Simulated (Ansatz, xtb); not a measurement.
Relaxing a trial structure of FH2PSi

The starting geometry of this gas-phase singlet has its atoms placed at random.

```xyz
5

F     0.8791   -1.2427    0.8017
P     0.1395    1.2925    0.1359
Si   -0.8790   -0.2623    0.3376
H    -0.4546   -1.6421    0.1702
H     0.9226    0.5514    0.6832
```

Q: Guess where an optimisation with r2SCAN-D4/def2-SVP ends from this start.

A: It ends as `[H]/P=[SiH]\F`. Distances that change by over a tenth: P2–Si3 (1.87 → 2.06 Å), P2–H5 (1.21 → 1.44 Å). Contacts that close: F1–Si3 (2.07 → 1.62 Å).

The energy falls by 5.30 eV over 11 steps:

| step | E − E(last) (eV) |
| --- | --- |
| 1 | 5.304 |
| 2 | 3.488 |
| 3 | 2.483 |
| 4 | 1.669 |
| 5 | 0.852 |
| 7 | 0.157 |
| 8 | 0.047 |
| 9 | 0.006 |
| 10 | 0.000 |
| 11 | 0.000 |

Final geometry (Å):

| atom | x (Å) | y (Å) | z (Å) |
| --- | --- | --- | --- |
| F | 0.9879 | -1.5978 | 1.0678 |
| P | -0.1333 | 1.3286 | 0.0618 |
| Si | -0.1647 | -0.7119 | 0.3451 |
| H | -1.2277 | -1.6645 | -0.0611 |
| H | 1.1454 | 1.3423 | 0.7150 |

From the same start GFN2-xTB reaches the same bonding as this run.

From so rough a start the end depends on the optimiser's path, so another program may land elsewhere. The end wasn't checked by frequencies. Run with Ansatz 0.2.0, 46 s on 1 thread of AMD EPYC (Zen 3), with other jobs on the host.
